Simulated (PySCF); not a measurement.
Species: C₄H₅N.
Bonds: C1–C2 (aromatic), C2–C3 (aromatic), C3–N4 (aromatic), N4–C5 (aromatic), C1–C5 (aromatic). Hydrogens: H6 on C1; H7 on C2; H8 on C3; H9 on N4; H10 on C5.

Method: PBE0-D3(BJ)/def2-SVP geometry optimisation, gas phase in PySCF; density fitting, grid level 1; the optimiser is geomeTRIC in internal coordinates, started from a GFN2-xTB structure with every atom displaced at random (about 0.01 Å).

Step 1: E = -5708.4621 eV
```
atom  x, y, z in Å  |  force x, y, z in eV/Å
C1     -0.3624    0.4791   -0.5876    0.280  -0.377   0.093
C2     -1.7212    0.0732   -0.6028   -0.242   0.188  -0.040
C3     -1.7422   -1.3028   -0.5415   -0.275  -0.480  -0.060
N4     -0.4477   -1.7414   -0.4995    0.151   0.187   0.121
C5      0.4053   -0.6708   -0.5115   -0.273   0.152  -0.079
H6      0.0307    1.4901   -0.6135   -0.016   0.133  -0.022
H7     -2.5957    0.7252   -0.6616    0.102  -0.110   0.021
H8     -2.5793   -2.0161   -0.5384    0.296   0.312   0.004
H9     -0.1527   -2.7050   -0.4173   -0.089   0.043  -0.031
H10     1.4828   -0.7970   -0.4683    0.067  -0.049  -0.007
```

Step 2: E = -5708.4653 eV
```
atom  x, y, z in Å  |  force x, y, z in eV/Å
C1     -0.3603    0.4721   -0.5811    0.109   0.127  -0.029
C2     -1.7240    0.0710   -0.6032   -0.008   0.059  -0.020
C3     -1.7456   -1.3064   -0.5459    0.118   0.025   0.026
N4     -0.4485   -1.7309   -0.4893    0.129  -0.278  -0.011
C5      0.4119   -0.6698   -0.5151   -0.326   0.061   0.057
H6      0.0252    1.4897   -0.6103   -0.038   0.014  -0.018
H7     -2.5959    0.7199   -0.6613    0.013   0.002   0.006
H8     -2.5751   -2.0122   -0.5461    0.045   0.040   0.018
H9     -0.1610   -2.6955   -0.4096   -0.021  -0.030  -0.041
H10     1.4909   -0.8032   -0.4802   -0.021  -0.021   0.012
```

**Question.** Estimate the geometry and energy of step 3. (The exact step hangs on the optimiser's Hessian estimate; all steps are aligned on step 2, rigid shifts and turns removed.)

**Answer.** E = -5708.4601 eV, largest force 0.625 eV/Å
```
atom  x, y, z in Å  |  force x, y, z in eV/Å
C1     -0.3580    0.4802   -0.5782   -0.186   0.059  -0.073
C2     -1.7223    0.0741   -0.6039    0.198  -0.220   0.010
C3     -1.7338   -1.3058   -0.5465   -0.040   0.242   0.040
N4     -0.4436   -1.7443   -0.4831   -0.180   0.300  -0.086
C5      0.3951   -0.6694   -0.5124    0.610  -0.091   0.101
H6      0.0236    1.5026   -0.6151   -0.018  -0.148   0.007
H7     -2.5961    0.7139   -0.6611   -0.110   0.076  -0.006
H8     -2.5600   -1.9983   -0.5463   -0.295  -0.239   0.016
H9     -0.1624   -2.7104   -0.4142    0.053  -0.023  -0.027
H10     1.4751   -0.8080   -0.4813   -0.032   0.043   0.017
```

The energy changes by +0.0053 eV. The first-order estimate −F·Δx gives -0.0154 eV and the mean of the old and new forces, exact on a quadratic surface, +0.0052 eV. The step makes an angle of 47° with the force vector and moves no atom by more than 0.021 Å. The energy falls at the start of this step and ends higher, so the step passed the lowest point of its straight line.

The cost below is that of the whole optimisation. Hardware: Arm Neoverse N1, one thread, shared host. Cost: 34 s of wall time, 0.39 GiB resident at most.
